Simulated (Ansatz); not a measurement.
Molecule: hydrogen fluoride, HF (charge 0, singlet). 
Geometry from a B3LYP-D3(BJ)/def2-TZVP (Ansatz, an electronic-structure program) optimisation:
```xyz
2

F      0.0000     0.0000    -0.0925
H      0.0000     0.0000     0.8321
```

Basis-set convergence of Hartree-Fock and MP2 correlation energies (hartree) with Ansatz. Cores are frozen in the correlated levels unless marked. Spin-orbit coupling is left out. Non-relativistic.

```json
[
 {"basis": "cc-pVDZ", "functions": "19", "E(HF)": "-100.01907", "E(corr, MP2)": "-0.20195"},
 {"basis": "cc-pVTZ", "functions": "44", "E(HF)": "-100.05760", "E(corr, MP2)": "-0.27214"},
 {"basis": "cc-pVQZ", "functions": "85", "E(HF)": "-100.06726", "E(corr, MP2)": "-0.29788"},
 {"basis": "cc-pV5Z", "functions": "146", "E(HF)": "-100.07000", "E(corr, MP2)": "-0.30868"}
]
```

Extrapolating the two largest sets (X = 4 and 5) as X^-3: E(corr) = (125·(-0.30868) - 64·(-0.29788))/61 = -0.3200 Eh, an estimate of the basis-set limit. The largest set recovers 96.5 % of it, the smallest 63.1 %.
